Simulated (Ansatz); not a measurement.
# B2H (doublet): from Hartree-Fock to the top rungs at scale of all distances = 1.475, 6-31G

Aim: climb from Hartree-Fock through coupled cluster and multireference methods for B2H (doublet) at one geometry and basis, and see what each rung misses.

Method: 6-31G, core rule «outside noble gas», up to 2 orbitals frozen; program: Ansatz 0.2.0, Gaussian basis.

To be run: UHF; CCSD(T) on ROHF; CCSD(T) on UHF; BCCD(T) on ROHF; CISD; CCSDT(Q) on ROHF; CCSDT(Q) on UHF; CISDTQ; CCSDTQ on ROHF; CCSDTQ on UHF; CASSCF and MRCISD+Q, 3 electrons in 3 orbitals; CASSCF and NEVPT2, 3 electrons in 3 orbitals; CASSCF and MRCISD+Q, 7 electrons in 9 orbitals; CASSCF and MRCISD+Q(relaxed), 7 electrons in 9 orbitals; CASSCF and NEVPT2, 7 electrons in 9 orbitals; Full CI.

11 further runs of the same task are left out: 9 that didn't finish, 2 set aside as unsound or not needed.

### Step 1. The system

The geometry derives from a PBE0/def2-TZVP stationary point (not a proven minimum). All distances are scaled together.

3 atoms, charge 0, spin multiplicity 2.

Atoms are counted from 1 here; the program's logs count them from 0.

No contacts short enough for the rule that draws bonds.

### Step 2. UHF

Contents of in.yaml:

```yaml
crystal:
  periodic: [false, false, false]
  atoms:
    - {symbol: B, position_ang: [0.000000, 0.000000, 0.169757]}
    - {symbol: B, position_ang: [0.000000, 0.000000, -2.076243]}
    - {symbol: H, position_ang: [0.000000, 0.000000, 1.906487]}
basis:
  gaussian: {orbitals: 6-31G}
magnetization: {spin_polarized: true, initial_magnetization: 1}
hamiltonian: {xc: hf}
output: {orbitals: {seedname: orbitals}}
```

Command:

```bash
$ ansatz run in.yaml --threads 1 --pin off --events-out ev --progress --plain --max-ram 2393MiB
```

Further steps of the session: CCSD(T) on ROHF; CCSD(T) on UHF; BCCD(T) on ROHF; CISD; CCSDT(Q) on ROHF; CCSDT(Q) on UHF; CISDTQ; CCSDTQ on ROHF; CCSDTQ on UHF; CASSCF and MRCISD+Q, 3 electrons in 3 orbitals; CASSCF and NEVPT2, 3 electrons in 3 orbitals; CASSCF and MRCISD+Q, 7 electrons in 9 orbitals; CASSCF and MRCISD+Q(relaxed), 7 electrons in 9 orbitals; CASSCF and NEVPT2, 7 electrons in 9 orbitals; Full CI.

Before running them: what should the planned runs give, taken together? Wanted: FCI below the RHF energy; RMP2 from FCI; UMP2 from FCI; RCCSD from FCI; RCCSD(T) from FCI; UCCSD(T) from FCI; RCCSDT(Q) from FCI; UCCSDT(Q) from FCI; NEVPT2 pair from FCI.

**Answer**, as computed:

| quantity | value |
| --- | --- |
| FCI below the RHF energy | -3.9010 eV |
| RMP2 from FCI | +35.01 kcal/mol |
| UMP2 from FCI | +40.35 kcal/mol |
| RCCSD from FCI | +6.17 kcal/mol |
| RCCSD(T) from FCI | +2.40 kcal/mol |
| UCCSD(T) from FCI | +2.78 kcal/mol |
| RCCSDT(Q) from FCI | +0.09 kcal/mol |
| UCCSDT(Q) from FCI | +0.06 kcal/mol |
| NEVPT2 pair from FCI | +30.10 kcal/mol |
| MRCISD+Q pair from FCI | -0.14 kcal/mol |
| NEVPT2 valence from FCI | +4.31 kcal/mol |
| levels within 1 kcal/mol (43 meV) | RCCSDT, UCCSDT, CISDTQ, RCCSDT(Q), UCCSDT(Q), RCCSDTQ, UCCSDTQ, MRCISD+Q pair, MRCISD valence, MRCISD+Q valence, MRCISD+Q(relaxed) valence |
| T1 diagnostic | 0.050 |
| effectively unpaired electrons | 1.28 |

What this shows: RCCSD(T) lands +2.40 kcal/mol from the yardstick (2.7 % of the correlation energy). MRCISD+Q pair, MRCISD+Q(relaxed) valence fall below full CI: the +Q correction isn't variational, and the cores differ from full CI's. The occupations show some static correlation. Of the multireference levels listed MRCISD+Q valence comes nearest in total energy (+0.06 kcal/mol), which doesn't show that its space is the better one. These misses are within one basis, not against nature; the frozen cores of restricted and unrestricted runs differ, which can shift their rows.
